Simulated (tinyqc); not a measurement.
UHF in the sto-3g basis, for OH+, spin multiplicity 3, step by step. One step of it, computed by the program tinyqc.

Task: Iteration 1: diagonalisation and new density. Diagonalise F' = X^T F X, C = X C', fill 5 alpha and 3 beta electrons from the bottom; D(s) = C_occ C_occ^T. Each column has its largest component positive (the first on a tie).

F(alpha) (hartree), order 1O 1s, 1O 2s, 1O 2px, 1O 2py, 1O 2pz, 2H 1s:
$$\begin{pmatrix}
-21.859861 & -5.182374 & 0.090099 & 0.220419 & -0.027963 & -1.541744 \\
-5.182374 & -3.047071 & 0.040466 & 0.249444 & -0.083238 & -1.428164 \\
0.090099 & 0.040466 & -1.338458 & 0.070477 & -0.017235 & 0.029407 \\
0.220419 & 0.249444 & 0.070477 & -1.263506 & -0.052119 & 0.121516 \\
-0.027963 & -0.083238 & -0.017235 & -0.052119 & -1.525182 & -0.789583 \\
-1.541744 & -1.428164 & 0.029407 & 0.121516 & -0.789583 & -1.273287
\end{pmatrix}$$

F(beta) (hartree), order 1O 1s, 1O 2s, 1O 2px, 1O 2py, 1O 2pz, 2H 1s:
$$\begin{pmatrix}
-21.635687 & -5.210792 & 0.083452 & 0.309385 & 0.005548 & -1.533406 \\
-5.210792 & -2.659265 & 0.064444 & -0.099589 & -0.226193 & -1.312439 \\
0.083452 & 0.064444 & -1.201043 & 0.091571 & 0.020920 & -0.006123 \\
0.309385 & -0.099589 & 0.091571 & -0.722898 & 0.190534 & 0.020197 \\
0.005548 & -0.226193 & 0.020920 & 0.190534 & -1.235821 & -0.769376 \\
-1.533406 & -1.312439 & -0.006123 & 0.020197 & -0.769376 & -0.878688
\end{pmatrix}$$

X, order 1O 1s, 1O 2s, 1O 2px, 1O 2py, 1O 2pz, 2H 1s:
$$\begin{pmatrix}
0.228578 & 0.791370 & 0.000000 & 0.000000 & -0.595353 & 0.185982 \\
-1.088086 & -0.469149 & 0.000000 & 0.000000 & -0.359801 & 0.436666 \\
0.000000 & 0.000000 & -0.583895 & 0.811829 & 0.000000 & 0.000000 \\
0.000000 & 0.000000 & 0.811829 & 0.583895 & 0.000000 & 0.000000 \\
-0.782219 & 0.549199 & 0.000000 & 0.000000 & 0.614224 & 0.292188 \\
1.297613 & -0.201732 & 0.000000 & 0.000000 & 0.173432 & 0.509531
\end{pmatrix}$$

Give: F' = X^T F X; orbital energies; coefficients C; F' = X^T F X; orbital energies; coefficients C; D(alpha) after iteration 1; D(beta) after iteration 1.

Result:

F' = X^T F X (alpha) (hartree):
$$\begin{pmatrix}
-0.6595 & -1.1134 & -0.0348 & 0.0097 & 0.8565 & 0.0600 \\
-1.1134 & -10.6090 & -0.0181 & 0.0325 & 9.0174 & -4.3346 \\
-0.0348 & -0.0181 & -1.3559 & 0.0579 & -0.1453 & 0.1337 \\
0.0097 & 0.0325 & 0.0579 & -1.2461 & -0.1952 & 0.1508 \\
0.8565 & 9.0174 & -0.1453 & -0.1952 & -10.5909 & 4.4796 \\
0.0600 & -4.3346 & 0.1337 & 0.1508 & 4.4796 & -3.8268
\end{pmatrix}$$

orbital energies (alpha) (hartree): MO1 -21.8629, MO2 -1.9917, MO3 -1.5433, MO4 -1.3700, MO5 -1.1609, MO6 -0.3592

coefficients C (alpha), order 1O 1s, 1O 2s, 1O 2px, 1O 2py, 1O 2pz, 2H 1s:
$$\begin{pmatrix}
0.9995 & -0.2366 & 0.0282 & 0.0265 & -0.0580 & 0.0880 \\
0.0034 & 0.9852 & -0.1546 & -0.1088 & 0.3214 & -0.7840 \\
-0.0043 & 0.0028 & -0.0029 & 0.9228 & 0.3839 & 0.0334 \\
-0.0107 & -0.2566 & 0.2259 & -0.3606 & 0.8669 & 0.0383 \\
0.0035 & 0.1330 & 0.9074 & 0.0828 & -0.1310 & -0.7149 \\
-0.0050 & 0.0002 & 0.1369 & -0.0083 & -0.1014 & 1.4089
\end{pmatrix}$$

F' = X^T F X (beta) (hartree):
$$\begin{pmatrix}
0.0488 & -1.0779 & 0.0897 & -0.0283 & 0.9185 & 0.1786 \\
-1.0779 & -10.1413 & 0.2900 & 0.2684 & 9.1365 & -4.4163 \\
0.0897 & 0.2900 & -0.9727 & 0.2558 & 0.0131 & 0.0377 \\
-0.0283 & 0.2684 & 0.2558 & -0.9512 & -0.0658 & 0.0846 \\
0.9185 & 9.1365 & 0.0131 & -0.0658 & -10.3255 & 4.4572 \\
0.1786 & -4.4163 & 0.0377 & 0.0846 & 4.4572 & -3.5963
\end{pmatrix}$$

orbital energies (beta) (hartree): MO1 -21.6415, MO2 -1.6450, MO3 -1.2676, MO4 -1.1696, MO5 -0.5779, MO6 0.3634

coefficients C (beta), order 1O 1s, 1O 2s, 1O 2px, 1O 2py, 1O 2pz, 2H 1s:
$$\begin{pmatrix}
0.9983 & -0.2078 & 0.0640 & -0.0841 & 0.0810 & 0.0999 \\
0.0087 & 0.8420 & -0.3136 & 0.3747 & -0.2909 & -0.8317 \\
-0.0040 & -0.1193 & 0.6071 & 0.7748 & 0.1225 & -0.0436 \\
-0.0147 & 0.0780 & -0.4048 & 0.1885 & 0.8913 & 0.0045 \\
0.0030 & 0.4493 & 0.5853 & -0.4813 & 0.3319 & -0.6999 \\
-0.0071 & 0.0786 & 0.1148 & -0.0047 & 0.0390 & 1.4118
\end{pmatrix}$$

D(alpha) after iteration 1, order 1O 1s, 1O 2s, 1O 2px, 1O 2py, 1O 2pz, 2H 1s:
$$\begin{pmatrix}
1.0598 & -0.2556 & -0.0029 & -0.0034 & 0.0074 & 0.0045 \\
-0.2556 & 1.1096 & 0.0261 & 0.0300 & -0.0604 & -0.0526 \\
-0.0029 & 0.0261 & 0.9989 & -0.0013 & 0.0238 & -0.0470 \\
-0.0034 & 0.0300 & -0.0013 & 0.9985 & 0.0274 & -0.0540 \\
0.0074 & -0.0604 & 0.0238 & 0.0274 & 0.8651 & 0.1368 \\
0.0045 & -0.0526 & -0.0470 & -0.0540 & 0.1368 & 0.0291
\end{pmatrix}$$

D(beta) after iteration 1, order 1O 1s, 1O 2s, 1O 2px, 1O 2py, 1O 2pz, 2H 1s:
$$\begin{pmatrix}
1.0439 & -0.1864 & 0.0596 & -0.0568 & -0.0530 & -0.0161 \\
-0.1864 & 0.8074 & -0.2909 & 0.1924 & 0.1948 & 0.0301 \\
0.0596 & -0.2909 & 0.3829 & -0.2550 & 0.3017 & 0.0604 \\
-0.0568 & 0.1924 & -0.2550 & 0.1701 & -0.2019 & -0.0402 \\
-0.0530 & 0.1948 & 0.3017 & -0.2019 & 0.5445 & 0.1025 \\
-0.0161 & 0.0301 & 0.0604 & -0.0402 & 0.1025 & 0.0194
\end{pmatrix}$$
